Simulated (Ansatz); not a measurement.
B₂P⁺ (the lowest singlet isomer of a short search) was relaxed with r2SCAN-D4 (def2-TZVP) in Ansatz in these states: charge +1 quintet, charge +1 singlet, charge +1 triplet. The geometries follow in no particular order.

A:

```
atom   x (Å)   y (Å)   z (Å)
  B1   0.630   0.232   0.695
  B2  -0.171  -0.950  -0.049
  P3  -0.460   0.718  -0.646
```

B:

Cartesian coordinates in Å:
```
B -0.5055 0.0564 0.9741
B 0.2202 -0.9765 -0.4534
P 0.2853 0.9201 -0.5207
```

C:

Cartesian coordinates in Å:
```
B 0.3242 -0.6675 0.5643
B -0.9223 0.0561 0.1236
P 0.5981 0.6114 -0.6879
```

**Question.** Judge from the bond lengths which geometry belongs to which state (an estimate).

**Answer.** A is the charge +1 triplet (B1–B2 1.610 Å, B2–P3 1.795 Å, B1–P3 1.795 Å); B is the charge +1 quintet (B1–B2 1.905 Å, B2–P3 1.899 Å, B1–P3 1.899 Å); C is the charge +1 singlet (B1–B2 1.507 Å, B2–P3 1.811 Å, B1–P3 1.811 Å).

At PBE0-D4/def2-TZVP a singlet lies 0.84 eV below the charge +1 triplet. At PBE0-D4/def2-TZVP a singlet lies 2.16 eV below the charge +1 quintet. These are the stationary points nearest to one start from a short search; other shapes may lie lower in each state.
